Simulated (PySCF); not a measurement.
Isomers of C4H4F2, mass 90.028 u with the commonest isotopes. The calculation used PBE0-D3(BJ)/def2-SVP geometry optimisation, gas phase in PySCF 2.14.0. One conformer each, none proved a minimum here; rigid rotors.

Question: Order these by rotational constant B, smallest first.
A. `[CH2:1]=[C:2]([F:3])[C:4](=[CH2:5])[F:6]` with C1–C2–C4–C5 180°
B. `FCC#CCF`
C. `[F:1][CH2:2][C:3]1=[C:4]([F:5])[CH2:6]1` with F1–C2–C3–C4 -2°
D. `F[C@@H]1C=C[C@H]1F`

Answer: B (1177 MHz), C (2301 MHz), D (3414 MHz), A (3490 MHz).

Question: Order these by rotational constant C, largest first.
A. `FCC#CCF`
B. `F[C@@H]1C=C[C@H]1F`
C. `[CH2:1]=[C:2]([F:3])[C:4](=[CH2:5])[F:6]` with C1–C2–C4–C5 180°
D. `[F:1][CH2:2][C:3]1=[C:4]([F:5])[CH2:6]1` with F1–C2–C3–C4 -2°

Answer: B (2356 MHz), C (2116 MHz), D (1736 MHz), A (1170 MHz).

Question: Order these by rotational constant A, largest first.
A. `F[C@@H]1C=C[C@H]1F`
B. `[CH2:1]=[C:2]([F:3])[C:4](=[CH2:5])[F:6]` with C1–C2–C4–C5 180°
C. `FCC#CCF`
D. `[F:1][CH2:2][C:3]1=[C:4]([F:5])[CH2:6]1` with F1–C2–C3–C4 -2°

Answer: C (15973 MHz), D (6469 MHz), A (5677 MHz), B (5374 MHz).

```json
{"SMILES": "FCC1=C(F)C1", "point group": "Cs", "Ia (u·Å²)": "78.13", "Ib (u·Å²)": "219.66", "Ic (u·Å²)": "291.16", "κ": "-0.76", "μa (D)": "0.25", "μb (D)": "2.11", "μc (D)": "0.03"}
{"SMILES": "C=C(F)C(=C)F", "point group": "C2h", "Ia (u·Å²)": "94.05", "Ib (u·Å²)": "144.82", "Ic (u·Å²)": "238.87", "κ": "-0.16", "μa (D)": "0.00", "μb (D)": "0.00", "μc (D)": "0.00"}
{"SMILES": "F[C@@H]1C=C[C@H]1F", "point group": "C2", "Ia (u·Å²)": "89.02", "Ib (u·Å²)": "148.02", "Ic (u·Å²)": "214.51", "κ": "-0.36", "μa (D)": "0.01", "μb (D)": "1.80", "μc (D)": "0.00"}
{"SMILES": "FCC#CCF", "point group": "C2", "Ia (u·Å²)": "31.64", "Ib (u·Å²)": "429.41", "Ic (u·Å²)": "431.79", "κ": "-1.00", "μa (D)": "0.00", "μb (D)": "0.00", "μc (D)": "1.83"}
```
